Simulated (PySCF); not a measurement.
A species of formula C5H10S has this rotational fingerprint, computed with PySCF, PBE0-D3(BJ)/def2-SVP geometry optimisation, gas phase:

* Rotational constants: A = 5387, B = 1643, C = 1412 MHz
* Dipole components: |μa| = 1.00 D, |μb| = 0.35 D, |μc| = 1.02 D
* Inertial defect: -43.50 u·Å²
* κ: -0.88

Question: Which candidate fits, each taken in the one conformer that was computed?
A. `[CH3:1][CH2:2]/[CH:3]=[CH:4]\[S:5][CH3:6]` with C1–C2–C3–C4 -129°, C3–C4–S5–C6 153°
B. `[CH3:1][CH2:2][C@@H:3]1[CH2:4][C@@H:5]1[SH:6]` with C1–C2–C3–C4 -83°, C4–C5–S6–H -146°
C. `[CH2:1]=[CH:2][S:3][CH2:4][CH2:5][CH3:6]` with C1–C2–S3–C4 3°, C2–S3–C4–C5 78°, S3–C4–C5–C6 65°
D. `[SH:1][CH:2]1[CH2:3][CH2:4][CH2:5][CH2:6]1` with H–S1–C2–C3 -58°, S1–C2–C3–C4 83°, C2–C3–C4–C5 24°, C3–C4–C5–C6 0°, C4–C5–C6–C2 -25°

Answer: B. It is CC[C@@H]1C[C@@H]1S, an asymmetric top, point group C1. The candidates at the same level (rigid rotor, commonest isotopes):

| SMILES | A (MHz) | B (MHz) | C (MHz) | μa (D) | μb (D) | μc (D) | Δ (u·Å²) | point group | rotor |
| --- | --- | --- | --- | --- | --- | --- | --- | --- | --- |
| CC/C=C\SC | 7439 | 1225 | 1176 | 0.45 | 0.75 | 0.81 | -50.69 | C1 | near-prolate asymmetric top |
| CC[C@@H]1C[C@@H]1S | 5387 | 1643 | 1412 | 1.00 | 0.35 | 1.02 | -43.50 | C1 | asymmetric top |
| C=CSCCC | 4450 | 1814 | 1541 | 0.56 | 0.94 | 0.47 | -64.28 | C1 | asymmetric top |
| SC1CCCC1 | 4597 | 2215 | 2008 | 1.76 | 0.00 | 0.16 | -86.38 | Cs | asymmetric top |

`C=CSCCC` has A 17 % too low; `CC/C=C\SC` has A 38 % too high; `SC1CCCC1` has C 42 % too high. No structure here is proved a minimum.
